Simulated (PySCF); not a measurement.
C3H2O.
SMILES: `C#CC=O`

Theory: PBE0/pcSseg-1 in PySCF (dipole) on a GFN2-xTB geometry, gas phase.

Take the most abundant isotopes and a rigid rotor. 

(1) What are A, B and C (MHz)?

(2) What kind of rotor is it?

(3) Is it planar, by Δ = Ic − Ia − Ib?

(4) Where do the levels up to J = 3 lie, in K?

(5) Predict some low-J microwave lines.

(6) Estimate the classical rotational partition function at 50 K, 100 K and 200 K.

Answers

(1) Ia = 7.30, Ib = 103.51, Ic = 110.81 u·Å²; 505379 MHz·u·Å²/I gives A = 69273, B = 4882, C = 4561 MHz.

(2) A near-prolate asymmetric top: κ = (2 × 4882 − 69273 − 4561)/(69273 − 4561) = -0.99.

(3) Planar: Δ = Ic − Ia − Ib = 0.00 u·Å². For a rigid frame Δ = −2 Σ m c², so it vanishes when all atoms lie in the ab plane; here none is more than 0.01 Å from it.

(4) Above 0(0,0), as E/k:
J = 1: 1(0,1) 0.453, 1(1,1) 3.543, 1(1,0) 3.559
J = 2: 2(0,2) 1.360, 2(1,2) 4.434, 2(1,1) 4.481, 2(2,1) 13.752, 2(2,0) 13.752
J = 3: 3(0,3) 2.719, 3(1,3) 5.771, 3(1,2) 5.863, 3(2,2) 15.111, 3(2,1) 15.111, 3(3,1) 30.601, 3(3,0) 30.601
Those of J = 1 are B + C, A + C and A + B.

(5) The dipole components are |μa| = 2.66 D, |μb| = 1.34 D, |μc| = 0.00 D; the mirror of this Cs structure is the ab plane, so μc vanishes by symmetry and there are no c-type lines. The squared components, which scale the intensities, stand as 1.00 : 0.26 (a : b). Some lines, for components of 0.1 D or more:

```
type  branch         J(Ka,Kc)     MHz  lower level (cm⁻¹)
   a       Q  1(1,0) ← 1(1,1)     321               2.463
   a       R  2(1,2) ← 1(1,1)   18565               2.463
   a       R  2(1,1) ← 1(1,0)   19208               2.474
   a       R  3(1,3) ← 2(1,2)   27846               3.082
   a       R  3(0,3) ← 2(0,2)   28324               0.945
   a       R  3(2,2) ← 2(2,1)   28329               9.558
   b       Q  1(1,0) ← 1(0,1)   64712               0.315
   b       Q  3(1,2) ← 3(0,3)   65521               1.890
   b       R  3(1,3) ← 2(0,2)   91917               0.945
   b       Q  3(2,1) ← 3(1,2)  192697               4.075
   b       Q  2(2,0) ← 2(1,1)  193174               3.114
   b       Q  3(2,2) ← 3(1,3)  194620               4.011
   b       R  2(2,1) ← 1(1,0)  212380               2.474
   b       Q  3(3,1) ← 3(2,2)  322759              10.503
```

(6) Point group Cs, symmetry number σ = 1; q = (√π/σ)·√((kT/h)³/(ABC)), k/h = 20836.6 MHz/K: 1520 at 50 K, 4290 at 100 K, 12100 at 200 K.

No GFN2-xTB frequencies stand behind this structure, so it isn't proved a minimum. These are rigid-rotor constants of the computed structure; measured ground-state constants (B0) also hold zero-point vibration.

On one thread of an Arm Neoverse V1 (shared host), this took 3.4 s wall. This is the PBE0/pcSseg-1 job that gave the dipole, with the shieldings it also computed.
